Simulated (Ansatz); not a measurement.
# CH6Si (singlet): from Hartree-Fock to the top rungs at distance C1–H5 along a hydrogen transfer = 1.144 Å, cc-pVDZ

One table from this session's results is given with a row withheld; the runs are named, their logs left out.

Program: Ansatz 0.2.0, Gaussian basis. Level of theory: cc-pVDZ, core rule «outside noble gas», up to 6 orbitals frozen. These are calculated values, not measurements.

Plan: UHF; CCSD(T) on RHF; CCSD(T) on UHF; BCCD(T) on RHF; CISD; CCSDT(Q) on RHF; CASSCF and NEVPT2, 2 electrons in 2 orbitals; CASSCF and NEVPT2, 8 electrons in 8 orbitals.

2 further runs of the same task are left out: 2 that didn't finish.

## The geometry

The geometry derives from fragments relaxed apart (PBE0/def2-TZVP) and kept rigid, so it is no stationary point. A hydrogen atom is moved between rigid fragments.

8 atoms, charge 0, spin multiplicity 1.

Atoms are counted from 1 here; the program's logs count them from 0.

Bond lengths: C1–H2 1.090 Å, C1–H3 1.090 Å, C1–H4 1.090 Å, C1–H5 1.144 Å, Si6–H7 1.526 Å, Si6–H8 1.526 Å. Angles: H2–C1–H3 109.5°, H2–C1–H4 109.5°, H2–C1–H5 109.5°, H3–C1–H4 109.5°, H3–C1–H5 109.5°, H4–C1–H5 109.5°, H7–Si6–H8 91.2°.

Set-up of the first run:

Contents of in.yaml:

```yaml
crystal:
  periodic: [false, false, false]
  atoms:
    - {symbol: C, position_ang: [-1.925583, 0.038195, -0.000001]}
    - {symbol: H, position_ang: [-2.288789, 1.065495, 0.000000]}
    - {symbol: H, position_ang: [-2.288789, -0.475456, 0.889668]}
    - {symbol: H, position_ang: [-2.288789, -0.475456, -0.889669]}
    - {symbol: H, position_ang: [-0.781583, 0.038195, 0.000000]}
    - {symbol: Si, position_ang: [0.983417, 0.038195, 0.000000]}
    - {symbol: H, position_ang: [1.595597, -0.836090, 1.090013]}
    - {symbol: H, position_ang: [1.595597, -0.836089, -1.090012]}
basis:
  gaussian: {orbitals: cc-pVDZ}
magnetization: {spin_polarized: true, initial_magnetization: 0}
hamiltonian: {xc: hf}
output: {orbitals: {seedname: orbitals}}
```

On the command line:

```sh
> ansatz run in.yaml --threads 1 --pin off --events-out ev --progress --plain --max-ram 2393MiB
```

Among the steps run: UHF; CCSD(T) on RHF; CCSD(T) on UHF; BCCD(T) on RHF; CISD; CCSDT(Q) on RHF; CASSCF and NEVPT2, 2 electrons in 2 orbitals; CASSCF and NEVPT2, 8 electrons in 8 orbitals.

One table of the session follows, with a row left open; its other results are not shown here.

It belongs to the step «Misses and costs». 

```
     method  from RCCSDT(Q) (meV)
        RHF               +8711.5
        UHF               +8671.5
       RMP2               +1582.1
       CISD               +1118.0
      RCCSD                +258.0
   RCCSD(T)                 +42.1
    BCCD(T)                 +41.4
     RCCSDT                     ?
  RCCSDT(Q)                     0
CASSCF pair               +8268.3
NEVPT2 pair               +1554.5
```

Q: Estimate the row for RCCSDT from the others.

**Answer.** from RCCSDT(Q) (meV): +10.7. In the column «from RCCSDT(Q) (meV)» it lies between RCCSDT(Q) (0) and BCCD(T) (+41.4).

Not comparable, so not listed: CCSD(T) on UHF (they don't share determinant, frozen orbitals or solution with the rows shown, or repeat one).

To keep in mind: Left out of the table: CASSCF frontier, NEVPT2 frontier (the active space lost an orbital or holds another state than full CI finds). Warnings: restricted reference is unstable; spin contamination. Warnings in the runs' records: passed over end.
